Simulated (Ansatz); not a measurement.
A run of Ansatz (development build ahead of 0.2.0) on singlet Li2 at this shape:

```xyz
2

Li    0.0000    0.0000   -1.5050
Li    0.0000    0.0000    1.5050
```

Its results:

```yaml
Converged: yes
Reference_energy: -14.86993 hartree
Correlation_energy: -0.07663 hartree
Total_energy: -14.94656 hartree
Spin_squared_of_the_determinant: 0.000
```

Which input gives this output? Name the method, the orbitals and the basis set, and write the input.

RHF-MP2 in def2-TZVP. An unrestricted run that stays on the closed shell gives the same numbers.

```yaml
crystal:
  periodic: [false, false, false]
  atoms:
    - { symbol: Li, position_ang: [0.0, 0.0, -1.50505] }
    - { symbol: Li, position_ang: [0.0, 0.0, 1.50505] }
basis:
  gaussian: { orbitals: def2-TZVP }
hamiltonian:
  xc: hf
correlation:
  method: mp2
  frozen_orbitals: { Li: 0 }
```
